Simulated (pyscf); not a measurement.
`[CH3][B]([CH3])[CH3]` + `[H]` [doublet] → `[CH2][B]([CH3])[CH3]` [doublet] + `[H][H]`, a hydrogen abstraction (doublet surface; C–H broken, H–H formed). Single points on ωB97X-D3(BJ)/def2-SVP structures (PySCF, gas phase). Energies in eV from the separated reactants.

Small-basis levels: PySCF, no dispersion term, spherical d functions. AM1 to PM7: differences of heats of formation from MOPAC, which are fitted to 298 K values and so differ in kind from electronic energies by zero-point and thermal terms. Open shells are spin-unrestricted. 

```
level                   barrier  reaction energy
----------------------  -------  ---------------
HF/6-31G*                  0.88            -0.24
SVWN5/6-31G*              -0.10            -0.03
BP86/6-31G*                0.03            -0.41
B3LYP/LANL2DZ              0.18            -0.41
B3LYP/6-311+G**            0.16            -0.43
B3LYP/def2-SVP             0.16            -0.33
AM1                        0.03            -0.73
ωB97M-D3(BJ)/def2-TZVP     0.35            -0.27
```

Against the last row the barrier runs from -0.44 (SVWN5/6-31G*) to +0.53 eV (HF/6-31G*). At SVWN5/6-31G* this geometry lies under one side, so the entry may be no barrier of that level: it is a single point on another level's saddle. ωB97M-D3(BJ)/def2-TZVP has limits of its own. This is the saddle that the search found; another between the same sides may lie lower. The angle at the transferred H is 172°.
